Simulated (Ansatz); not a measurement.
H3Si3: where a starting geometry ends

The starting geometry of this gas-phase doublet was optimised with GFN2-xTB.

```
atom    x (Å)    y (Å)    z (Å)
  Si   0.1135   0.0031  -2.0415
  Si   0.4238   0.0590   0.1960
  Si  -0.3756   1.9689   0.9844
   H   0.2551  -1.4801  -2.2918
   H  -0.6569   3.4169   0.8050
   H  -0.6905   1.8656   2.4253
```

**Question.** Predict what it relaxes into with B3LYP-D3(BJ)/def2-SVP.

**Answer.** A new bond forms, giving a structure given below by its coordinates. Contacts that close: Si1–Si3 (3.64 → 2.34 Å).

The energy falls by 0.75 eV over 18 steps:

| step | E − E(last) (eV) |
| --- | --- |
| 1 | 0.753 |
| 3 | 0.561 |
| 5 | 0.434 |
| 7 | 0.313 |
| 9 | 0.181 |
| 10 | 0.114 |
| 12 | 0.032 |
| 14 | 0.004 |
| 16 | 0.000 |
| 18 | 0.000 |

Final geometry (Å):

```xyz
6

Si    0.1126    0.0339   -1.0089
Si    1.5241    0.1162    0.6263
Si   -0.2998    1.6309    0.6566
H    -0.6621   -0.5100   -2.1634
H    -0.3640    3.0380    0.1534
H    -1.2414    1.5243    1.8134
```

No frequencies were run, so the end isn't proven a minimum. Open shells are spin-unrestricted. Run with Ansatz 0.2.0, 80 s on 1 thread of Intel(R) Xeon(R) Platinum 8259CL CPU @ 2.50GHz (Skylake/Cascade Lake) (shared host).
